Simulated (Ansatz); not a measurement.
We consider fcc Pb, described by rVV10 (Ansatz, a program for electronic structure, PAW).

Numerical settings: plane-wave cutoff 520 eV, 20×20×20 k mesh, Fermi–Dirac smearing 0.05 eV, scalar-relativistic PAW data made under PBE.

Equation-of-state points:

```tsv
V (Å³/atom)	E − E_lowest (meV/atom)	P (GPa)
30.488	16.64	2.904
31.137	7.11	1.824
31.785	1.71	0.861
32.434	0.00	0.000
33.083	1.59	-0.773
33.731	6.15	-1.467
34.380	13.38	-2.089
```

**Question.** Estimate the bulk modulus from the pressures at 31.785 and 33.083 Å³/atom, and compare it with a fit to all energies.

**Answer.** B = −V dP/dV. Between V = 31.785 and 33.083 Å³/atom, dP/dV = (-0.773 − (0.861))/(33.083 − 31.785) = -1.26 GPa per Å³/atom; at the midpoint 32.434 Å³/atom this gives B ≈ 40.8 GPa. The third-order Birch–Murnaghan fit gives V0 = 32.433 Å³/atom, B0 = 40.8 GPa, B′ = 4.5, which lies within 1 % of that estimate.

Measured, for comparison: bulk modulus 47 GPa (corrected for temperature and zero-point phonon effects; as tabulated in Levämäki et al. (2014), arXiv:1402.3671); equilibrium volume per atom 29.45 Å³/atom (low-temperature or extrapolated to 0 K; zero-point anharmonic expansion removed; as tabulated in Csonka et al. (2009), arXiv:0903.4037). Computed (rounded) less measured: bulk modulus -13 %, equilibrium volume per atom +10.1 %.

Spin–orbit coupling is not included; it can shift volumes and moduli of such heavy elements.

Computed values are for the static lattice.
